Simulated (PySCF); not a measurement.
P: ionisation energy

P [Ne] 3s2 3p3 (4S) → P⁺ [Ne] 3s2 3p2 (3P), as a difference of total energies. Computed with PySCF 2.14 in aug-cc-pV(D+d)Z (5s4p3d, 32 functions), with the non-relativistic Hamiltonian (point nucleus). Correlated levels: valence: [Ne] frozen. The calculations carry no spin-orbit coupling.

```json
{"method": "UHF", "ionisation energy (eV)": "9.936"}
{"method": "LDA", "ionisation energy (eV)": "10.595"}
{"method": "PBE", "ionisation energy (eV)": "10.505"}
{"method": "PBE0", "ionisation energy (eV)": "10.548"}
{"method": "r2SCAN", "ionisation energy (eV)": "10.652"}
{"method": "BHandHLYP", "ionisation energy (eV)": "10.283"}
{"method": "M06-2X", "ionisation energy (eV)": "10.335"}
{"method": "M06-L", "ionisation energy (eV)": "10.655"}
{"method": "PW91", "ionisation energy (eV)": "10.540"}
{"method": "MP2 (valence)", "ionisation energy (eV)": "10.395"}
{"method": "SCS-MP2 (valence)", "ionisation energy (eV)": "10.236"}
```

Task: How much does correlation contribute at MP2 (valence)?

Result: 10.395 − (9.936) = 0.459 eV, measured against UHF.

Errors of the correlated levels include the incompleteness of this basis and the frozen core.

For comparison: 10.526 eV (measured; NIST levels, between the centres of gravity of the two terms).
